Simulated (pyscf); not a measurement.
A first-order saddle from PySCF, ωB97X-D3(BJ)/def2-SVP:

```xyz
6

C      0.0297    -0.2002    -0.0113
Zn     1.5304     1.1254    -1.4509
Cl     0.9293     1.8942     0.7301
H     -0.7012    -0.1165    -0.8185
H      0.7612    -1.0038    -0.1194
H     -0.3920    -0.1080     0.9886
```

Surface: singlet, charge 0. Lowest wavenumbers (cm⁻¹): 513i, 69, 216, 304, 673.

Problem. Which two sides does it connect, and which bonds change?

Solution. H₃C–Zn–Cl <-> chloromethane (H₃C–Cl) + Zn [singlet], a 1,1-elimination read from left to right: C–Zn, Cl–Zn broken and C–Cl formed. At CCSD(T)/def2-TZVPP + ΔMP2(QZVPP) it lies +90.5 kcal/mol from the left side and +45.4 kcal/mol from the right (each side as separated species at their lowest minima found). The same reactants have a lower exit, to CH₃• + [Cl–Zn]• (no saddle counted: cutting one bond costs +76.0 kcal/mol at ωB97M-D3(BJ), against +93.0 kcal/mol here). One saddle was located; it need not be the lowest between these sides. One closed-shell reference is unstable to symmetry breaking; treat the single-reference values with care. The CCSD(T) − MP2 part came from Ansatz, without density fitting, on the same reference. The frozen core leaves the outer d or s,p core shells of the metals and heavy elements correlated in the MP2 and CC values, and def2-TZVPP describes them poorly, which can shift differences by a few kcal/mol. Elements up to Kr have no core potential and no relativistic terms here.
